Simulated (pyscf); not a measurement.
Structures and frequencies: ωB97X-D3(BJ)/def2-SVP in PySCF.

For the elementary gas-phase step HO–SiH₃ + HO–GeH₃ → H₃Si–O–GeH₃ + H₂O (singlet surface; O–Si, H–O broken, O–Si, H–O formed), what barrier and reaction energy does ωB97M-D3(BJ)/def2-TZVP give, measured from the separated reactants?

ΔE‡ = 20.6 kcal/mol, ΔE = -3.3 kcal/mol. Zero-point energy shifts the barrier by +0.1 kcal/mol. It is a four-centre exchange, with an imaginary mode of 720i cm⁻¹. On the reactant side the descent ends in a complex, 5.3 kcal/mol under the separated species and 24.9 kcal/mol under the saddle at ωB97X-D3(BJ)/def2-TZVP. On the product side the descent ends in a complex, 4.5 kcal/mol under the separated species and 28.9 kcal/mol under the saddle at ωB97X-D3(BJ)/def2-TZVP. One saddle was located; it need not be the lowest between these sides. Elements up to Kr have no core potential and no relativistic terms here.
